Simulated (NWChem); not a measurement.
System: C$_{2}$H$_{5}$O anion

Input file for NWChem:

```
start job
memory heap 200 mb stack 900 mb global 1100 mb
charge -1
geometry units angstroms noautosym nocenter noautoz
  C      0.225666    -1.179921     0.000000
  C     -0.481220     0.208882     0.000000
  O      0.346877     1.253613     0.000000
  H     -0.503790    -2.017154     0.000000
  H      0.870594    -1.268821    -0.891488
  H      0.870594    -1.268821     0.891488
  H     -1.196942     0.166803     0.891757
  H     -1.196942     0.166803    -0.891757
end
basis spherical
  * library 6-31+g*
end
dft
  xc m06-2x
  iterations 150
end
cosmo
  do_cosmo_smd true
  solvent ethanol
end
task dft energy
```

All runs use the structure optimised with B3LYP/def2-SVPD. The gas-phase anion has a positive highest level at the geometry level, so the gas reference is doubtful. Solvent: ethanol.

Level: M06-2X/6-31+G* with SMD (1 M gas to 1 M solution), gas-phase geometry. Reactions with the solvent are ignored.

Question: Predict the main results of this run. (M06-2X/6-31+G* (spherical d), SMD on the gas-phase geometry.) Quantities: solvation free energy (kcal/mol); cavity-dispersion-structure term (kcal/mol).

Answer: 
```
Item                                         Result
-------------------------------------------  ------
solvation free energy (kcal/mol)              -78.3
cavity-dispersion-structure term (kcal/mol)     0.8
```
